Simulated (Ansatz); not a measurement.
Frontier orbitals of `CSCS`.

Cartesian coordinates in Å:
```
C -0.102 -0.242 1.557
S 1.076 -0.624 0.259
C 0.058 -0.333 -1.190
S -0.539 1.359 -1.442
H -0.917 -0.968 1.579
H 0.440 -0.287 2.502
H -0.501 0.764 1.419
H 0.652 -0.654 -2.045
H -0.842 -0.951 -1.156
H 0.673 1.935 -1.482
```

Total charge 0; spin multiplicity 1. The geometry is a stationary point of PBE0-D4/def2-TZVP. It is one conformer, not always the lowest. Basis def2-TZVPP, the Gaussian-basis code of Ansatz.

```json
{"functional": "PBE", "HOMO (eV)": "-5.29", "LUMO (eV)": "-0.86", "gap (eV)": "4.43"}
{"functional": "B97M-V", "HOMO (eV)": "-5.62", "LUMO (eV)": "-0.64", "gap (eV)": "4.98"}
{"functional": "PBE0", "HOMO (eV)": "-6.49", "LUMO (eV)": "0.11", "gap (eV)": "6.60"}
{"functional": "r2SCANh", "HOMO (eV)": "-5.97", "LUMO (eV)": "-0.24", "gap (eV)": "5.73"}
{"functional": "LC-ωPBE", "HOMO (eV)": "-9.19", "LUMO (eV)": "2.43", "gap (eV)": "11.62"}
{"functional": "ωB97M-V", "HOMO (eV)": "-8.67", "LUMO (eV)": "2.02", "gap (eV)": "10.69"}
```

Against PBE, PBE0 changes HOMO and LUMO by −1.20 and +0.97 eV, ωB97M-V by −3.38 and +2.88 eV. A gap of 4.43 eV thus becomes 10.69 eV for the same molecule, so an orbital gap means little without its functional. A positive LUMO is unbound and depends on the basis.

LC-ωPBE has ω = 0.4 bohr⁻¹.
